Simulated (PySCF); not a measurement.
H2O.
Z-matrix (Å and degrees, GFN2-xTB geometry), rows numbered from 1:
```
O 
H   1  0.9592
H   1  0.9593  2  107.23
```

Computed, not measured: PBE0/pcSseg-1 in PySCF (dipole) on a GFN2-xTB geometry, gas phase.

Take the most abundant isotopes and a rigid rotor. 

**Question.** What are A, B and C (cm⁻¹)?

**Answer.** Ia = 0.58, Ib = 1.20, Ic = 1.78 u·Å²; 505379 MHz·u·Å²/I gives 871841, 420472 and 283666 MHz, that is A = 29.08148, B = 14.02545, C = 9.46207 cm⁻¹.

**Question.** What kind of rotor is it?

**Answer.** An asymmetric top: κ = (2 × 420472 − 871841 − 283666)/(871841 − 283666) = -0.53.

**Question.** List the rotational levels J(Ka,Kc) to J = 5 (MHz).

**Answer.** Above 0(0,0):
J = 1: 1(0,1) 704138, 1(1,1) 1155507, 1(1,0) 1292313
J = 2: 2(0,2) 2085750, 2(1,2) 2426976, 2(1,1) 2837396, 2(2,1) 4191501, 2(2,0) 4218165
J = 3: 3(0,3) 4097586, 3(1,3) 4318869, 3(1,2) 5136386, 3(2,2) 6303916, 3(2,1) 6431159, 3(3,1) 8918085, 3(3,0) 8921409
J = 4: 4(0,4) 6692346, 4(1,4) 6816990, 4(1,3) 8162314, 4(2,3) 9099534, 4(2,2) 9448227, 4(3,2) 11779457, 4(3,1) 11802199, 4(4,1) 15378663, 4(4,0) 15379006
J = 5: 5(0,5) 9844927, 5(1,5) 9907943, 5(1,4) 11873163, 5(2,4) 12561166, 5(2,3) 13275276, 5(3,3) 15362451, 5(3,2) 15449298, 5(4,2) 18958412, 5(4,1) 18961447, 5(5,1) 23581783, 5(5,0) 23581815
Those of J = 1 are B + C, A + C and A + B.

**Question.** Predict some low-J microwave lines.

**Answer.** The dipole components are |μa| = 0.00 D, |μb| = 2.03 D, |μc| = 0.00 D; the symmetry axis of this C2v structure is b, so μa and μc vanish by symmetry and there are no a-type or c-type lines. Some lines, for components of 0.1 D or more:

| type | branch | J(Ka,Kc) | MHz | lower level (cm⁻¹) |
| --- | --- | --- | --- | --- |
| b | Q | 1(1,0) ← 1(0,1) | 588175 | 23.488 |
| b | Q | 2(1,1) ← 2(0,2) | 751646 | 69.573 |
| b | R | 2(0,2) ← 1(1,1) | 930244 | 38.544 |
| b | R | 1(1,1) ← 0(0,0) | 1155507 | 0.000 |
| b | Q | 2(2,0) ← 2(1,1) | 1380769 | 94.645 |
| b | R | 2(1,2) ← 1(0,1) | 1722838 | 23.488 |
| b | Q | 2(2,1) ← 2(1,2) | 1764525 | 80.955 |
| b | R | 2(2,1) ← 1(1,0) | 2899188 | 43.107 |
| b | R | 2(2,0) ← 1(1,1) | 3062659 | 38.544 |

**Question.** Estimate the classical rotational partition function at 298.15 K.

**Answer.** Point group C2v, symmetry number σ = 2; q = (√π/σ)·√((kT/h)³/(ABC)), k/h = 20836.6 MHz/K: 42.6 at 298.15 K.

GFN2-xTB frequencies: not computed here. Zero-point vibration and centrifugal distortion are left out.
